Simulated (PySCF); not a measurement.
sulfur dioxide (O2S), SMILES O=S=O.

Geometry optimised at B3LYP-D3(BJ)/def2-TZVP.

Computed with PySCF with TDA-PBE/def2-TZVPD.

Vertical excitations. The molecule is in vacuum. State labels are in the subgroup C2v.

Computed UV-visible absorptions:
```json
[
 {"state": "S1", "symmetry": "B1", "energy (eV)": "4.23", "λ (nm)": "293", "f": "0.008", "main pairs": "HOMO→LUMO 98 %"},
 {"state": "S2", "symmetry": "A2", "energy (eV)": "4.46", "λ (nm)": "278", "f": "0.000", "main pairs": "HOMO−1→LUMO 100 %"},
 {"state": "S3", "symmetry": "B2", "energy (eV)": "6.68", "λ (nm)": "186", "f": "0.043", "main pairs": "HOMO−2→LUMO 72 %, HOMO−1→LUMO+1 13 %"},
 {"state": "S4", "symmetry": "A1", "energy (eV)": "7.88", "λ (nm)": "157", "f": "0.051", "main pairs": "HOMO→LUMO+1 98 %"},
 {"state": "S5", "symmetry": "B1", "energy (eV)": "8.00", "λ (nm)": "155", "f": "0.003", "main pairs": "HOMO−3→LUMO 98 %"},
 {"state": "S6", "symmetry": "A2", "energy (eV)": "8.10", "λ (nm)": "153", "f": "0.000", "main pairs": "HOMO−4→LUMO 99 %"},
 {"state": "S7", "symmetry": "B2", "energy (eV)": "8.33", "λ (nm)": "149", "f": "0.003", "main pairs": "HOMO→LUMO+2 57 %, HOMO−1→LUMO+1 41 %"},
 {"state": "S8", "symmetry": "A1", "energy (eV)": "8.35", "λ (nm)": "148", "f": "0.033", "main pairs": "HOMO→LUMO+3 97 %"},
 {"state": "S9", "symmetry": "B1", "energy (eV)": "8.71", "λ (nm)": "142", "f": "0.035", "main pairs": "HOMO→LUMO+4 100 %"},
 {"state": "S10", "symmetry": "A1", "energy (eV)": "8.86", "λ (nm)": "140", "f": "0.011", "main pairs": "HOMO−1→LUMO+2 71 %, HOMO−5→LUMO 25 %"},
 {"state": "T1", "symmetry": "B1", "energy (eV)": "3.08", "λ (nm)": "402", "f": "0", "main pairs": "HOMO→LUMO 100 %"},
 {"state": "T2", "symmetry": "A2", "energy (eV)": "3.96", "λ (nm)": "313", "f": "0", "main pairs": "HOMO−1→LUMO 100 %"},
 {"state": "T3", "symmetry": "B2", "energy (eV)": "4.16", "λ (nm)": "298", "f": "0", "main pairs": "HOMO−2→LUMO 100 %"},
 {"state": "T4", "symmetry": "A1", "energy (eV)": "6.90", "λ (nm)": "180", "f": "0", "main pairs": "HOMO−5→LUMO 74 %, HOMO→LUMO+1 25 %"}
]
```
Triplets are in the Tamm–Dancoff approximation.
